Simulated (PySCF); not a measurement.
# Structure elucidation problem

Molecular formula: CHNO. Simulated spectra:

¹H NMR (300 MHz, computed): δ 2.69 (br s, 1H).

¹³C{¹H} NMR (computed): δ 134.9 (C).

How the numbers were obtained: shielding tensors at PBE0/pcSseg-1 (GIAO), PBE0-D3(BJ)/def2-SVP structure, J couplings at B3LYP/pcJ-1, in PySCF (no solvent model, non-relativistic, single conformer).

δ = σ(ref) − σ, references computed at the same level: ¹H and ¹³C vs TMS.

Deduce the structure.

Answers


- The formula gives 2 degrees of unsaturation (no ring in the answer).
- Carbon types of the structure: 1 × C, leaving 1 H on heteroatoms.
- δC 134.9: central carbon of a heterocumulene.
- δH 2.69: hydrogen on a heterocumulene nitrogen; labile proton, position sensitive to the medium.

The compound is SMILES N=C=O.

OH/NH shifts are gas-phase values; hydrogen bonding in solution moves them, usually downfield. Shifts are as computed. Against solution values, carbons near 30 ppm lie about +2 ppm off and those near 130 ppm about +5 ppm. Of 1211 compounds with measured shifts, 218 miss one by over three times the rms of a fit or turn the order of signals round; such compounds aren't used in these exercises.
